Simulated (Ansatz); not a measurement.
Rock-salt SnTe (cubic form, which distorts at low temperature), treated with BLYP (Ansatz, a program for electronic structure, plane waves, PAW).

Settings: plane-wave cutoff 520 eV, 10×10×10 k mesh, Fermi–Dirac smearing 0.01 eV, scalar-relativistic PAW data made under PBE.

Computed at the level's own relaxed cell.

Task: Give the computed equilibrium lattice constant a, bulk modulus and volume per atom.

Result: 
- equilibrium lattice constant a = 6.597 Å
- bulk modulus = 32.9 GPa
- volume per atom = 35.89 Å³/atom

Measured, for comparison: lattice constant a 6.316 Å, equilibrium volume per atom 31.50 Å³/atom (room temperature, no zero-point or thermal correction; as tabulated in Maiti et al. (2022), arXiv:2109.01420); bulk modulus 37.8 GPa (temperature not stated, no zero-point or thermal correction; as tabulated in Toher et al. (2017), arXiv:1611.05714). Computed (rounded) less measured: lattice constant a +4.4 %, bulk modulus -13 %, equilibrium volume per atom +13.9 %.

Note: the cell is over a tenth larger than the published one: the level's own overestimate first of all, though another phase or state, or a fault of the published cell, is possible; symmetry holds this phase in the static calculation, where it need not be a minimum.

Spin–orbit coupling is not included.

The computed numbers hold no vibrational or temperature effects.

The result took about 70 core-seconds (a rough figure).
